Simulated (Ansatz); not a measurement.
This Ansatz (a quantum-chemistry and plane-wave program) input (r2SCAN/aug-cc-pV(T+d)Z) gives -959.02074 Eh with 179 basis functions. A basis named .json is the Basis Set Exchange file of that set (core-valence sets with the plain set on hydrogen).

Ansatz 0.2 input:
```yaml
crystal:
  periodic: [false, false, false]
  atoms:
    - {symbol: C, position_ang: [0.15843431, -0.00360145, 0.66878908]}
    - {symbol: Cl, position_ang: [-0.06875929, 1.47284799, -0.15074332]}
    - {symbol: Cl, position_ang: [-0.03583858, -1.47140540, -0.17439705]}
    - {symbol: H, position_ang: [0.82755792, -0.00291530, 1.51465181]}
basis:
  gaussian:
    orbitals: aug-cc-pV_T+d_Z.json
    final_grid: {core_spheres: 18, valence_spheres: 15, degree: 47}
hamiltonian:
  xc: {name: r2SCAN}
magnetization: {spin_polarized: true, initial_magnetization: 1}
```

Change:
```diff
- final_grid: {core_spheres: 18, valence_spheres: 15, degree: 47}
+ final_grid: {core_spheres: 8, valence_spheres: 7, degree: 23}
```

Task: What does the run give now?

Result: -959.02070 Eh (r2SCAN/aug-cc-pV(T+d)Z, 179 functions), a change of +0.04 mEh.
